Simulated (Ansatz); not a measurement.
# C2H2N2: the cost of one run

All numbers are computed with the Python package of Ansatz 0.2.0. Level of theory: PBE0/def2-SVP.

**1. The system**

Bond lengths: H1–N2 1.026 Å, N2–C3 1.287 Å, C3–C4 1.442 Å, C4–N5 1.162 Å, C3–H6 1.100 Å. Angles: H1–N2–C3 110.0°, N2–C3–C4 115.2°, N2–C3–H6 125.0°, C4–C3–H6 119.8°, C3–C4–N5 177.3°.

No structure file is read: the coordinates are typed or built in the script.

**2. The code**

freq.py reads:

```python
"""Vibrations and zero-point energy of C2H2N2."""

import itertools

import ansatz as az
from ase import Atoms
from ase.data import atomic_numbers, covalent_radii
from ase.thermochemistry import IdealGasThermo
import numpy as np

GEOMETRY = """
H    -1.95780   -0.38130    0.11900
N    -1.02620   -0.65420   -0.21430
C    -0.15320    0.21470    0.15820
C     1.20100   -0.06040   -0.25220
N     2.30870   -0.23610   -0.55780
H    -0.37240    1.11720    0.74700
"""


def main() -> None:
    molecule = az.Crystal.molecule()
    for line in GEOMETRY.strip().splitlines():
        symbol, *xyz = line.split()
        molecule = molecule.atom(symbol, [float(v) for v in xyz])

    calc = (
        molecule.calculation()
        .basis(gaussian="def2-SVP")
        .functional("pbe0")
        .scf(lower_state_search="light")
    )
    symbols = [site.symbol for site in molecule.cartesian_sites]
    start = np.array([site.position_ang for site in molecule.cartesian_sites], dtype=float)
    def progress(event):
        if event["event"] == "relax_step":
            row = event["data"]
            print(f"step {row['step']:3d}  E = {row['lagrangian_ev']:.6f} eV  largest force component {row['allowed_force_max_ev_ang']:.4f} eV/A")


    r = calc.relax(force_tolerance=0.003).session().plan().execute(on_event=progress).report
    end = np.array(r["positions_ang"])

    # pairs closer than 1.2 times the sum of covalent radii, before or after
    radius = [covalent_radii[atomic_numbers[s]] for s in symbols]
    span = lambda where, i, j: np.linalg.norm(where[i] - where[j])
    bonded = [(i, j) for i, j in itertools.combinations(range(len(symbols)), 2) if min(span(start, i, j), span(end, i, j)) < 1.2 * (radius[i] + radius[j])]
    print("pair        before    after (A)")
    for i, j in bonded:
        print(f"{symbols[i]}{i}-{symbols[j]}{j}".ljust(10), f"{span(start, i, j):8.4f} {span(end, i, j):8.4f}")

    # frequencies need a stationary point, so they are taken at the relaxed geometry
    minimum = az.Crystal.molecule()
    for symbol, place in zip(symbols, end):
        minimum = minimum.atom(symbol, place.tolist())
    vibrating = (
        minimum.calculation()
        .basis(gaussian="def2-SVP")
        .functional("pbe0")
        .scf(lower_state_search="light")
        .phonons(temperatures=(298.15, 498.15, 100))
    )
    vib = vibrating.run().report["vibrations"]
    sums = vib["harmonic_sums"]
    modes = [m["omega_inv_cm"] for m in sums["modes_at_gamma"] if m["rigid_motion"] == "no"]
    print("frequencies (1/cm):", " ".join(f"{w:.0f}" for w in modes))
    print("imaginary modes:", sum(w < 0 for w in modes), " zero-point energy:", round(sums["zero_point_energy_ev"], 4), "eV")
    # rigid rotor and ideal gas, symmetry number taken as one
    gas = IdealGasThermo(vib_energies=[w / 8065.544 for w in modes if w > 0], geometry="linear" if len(modes) == 3 * len(symbols) - 5 else "nonlinear",
                         atoms=Atoms(symbols, positions=end), symmetrynumber=1, spin=0.0)
    print(f"H(298 K) - E = {gas.get_enthalpy(298.15, verbose=False):.4f} eV")
    print(f"S(298 K, 1 bar) = {96485.33 * gas.get_entropy(298.15, 1e5, verbose=False):.1f} J/(mol K) with symmetry number 1")


if __name__ == "__main__":
    main()
```

**3. The calls as engine input**

The package turns the script's settings into the engine's input (first run):

```yaml
crystal:
  periodic: [false, false, false]
  atoms:
    - { symbol: H, position_ang: [-1.9578, -0.3813, 0.119] }
    - { symbol: "N", position_ang: [-1.0262, -0.6542, -0.2143] }
    - { symbol: C, position_ang: [-0.1532, 0.2147, 0.1582] }
    - { symbol: C, position_ang: [1.201, -0.0604, -0.2522] }
    - { symbol: "N", position_ang: [2.3087, -0.2361, -0.5578] }
    - { symbol: H, position_ang: [-0.3724, 1.1172, 0.747] }
basis:
  gaussian:
    orbitals: def2-SVP
hamiltonian:
  xc: pbe0
scf:
  lower_state_search: light
relax:
  f_tol: 0.003
```

**4. Launch**

Command:

```console
> python freq.py
```

Q: Estimate wall time and peak memory on 1 thread of Intel Xeon 6975P-C (Granite Rapids), shared host.

About 29 s, with a peak of 0.25 GiB.
